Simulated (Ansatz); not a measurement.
Relaxation of ClH$_{7}$Si$_{2}$ (10 atoms, charge 0, multiplicity 1), to a largest force component of 0.03 eV/Å in at most 50 steps.

Computed with Ansatz, RKS BLYP-D4/6-31G*.

```xyz
10
Properties=species:S:1:pos:R:3
Si 0.342 -0.026 -0.029
Cl 0.994 0.073 1.985
H 1.548 0.097 -0.897
H -0.591 1.106 -0.283
H -0.329 -1.331 -0.252
Si -2.853 0.018 1.233
H -2.857 -0.870 0.034
H -3.959 -0.402 2.142
H -3.086 1.431 0.807
H -1.576 -0.097 1.954
```

Q: Where does it end, and by what steps?

A: The run converged. The force dipped under the threshold on the way, but the program's further checks kept it going. After 6 steps the energy has fallen by 0.173 eV; Cl2 moved furthest, 0.50 Å.

```json
{"step": "0", "energy less start (eV)": "0.0000", "largest force component (eV/Å)": "0.696", "accepted": "yes"}
{"step": "1", "energy less start (eV)": "-0.1287", "largest force component (eV/Å)": "0.171", "accepted": "yes"}
{"step": "2", "energy less start (eV)": "-0.1707", "largest force component (eV/Å)": "0.059", "accepted": "yes"}
{"step": "3", "energy less start (eV)": "-0.1715", "largest force component (eV/Å)": "0.086", "accepted": "yes"}
{"step": "4", "energy less start (eV)": "-0.1723", "largest force component (eV/Å)": "0.043", "accepted": "yes"}
{"step": "5", "energy less start (eV)": "-0.1729", "largest force component (eV/Å)": "0.004", "accepted": "yes"}
{"step": "6", "energy less start (eV)": "-0.1731", "largest force component (eV/Å)": "0.023", "accepted": "yes"}
```

```xyz
10
Properties=species:S:1:pos:R:3
Si 0.671 -0.037 -0.101
Cl 1.465 0.099 1.834
H 1.781 0.140 -1.083
H -0.349 1.038 -0.278
H 0.041 -1.378 -0.267
Si -3.195 0.028 1.321
H -3.171 -0.834 0.099
H -4.335 -0.382 2.196
H -3.363 1.456 0.912
H -1.909 -0.130 2.063
```

Whether the end is a true minimum wasn't checked by a vibrational analysis.

Time of the run: 10 s on 1 thread of Intel(R) Xeon(R) 6975P-C (Granite Rapids) (shared host), peak memory 0.13 GiB.
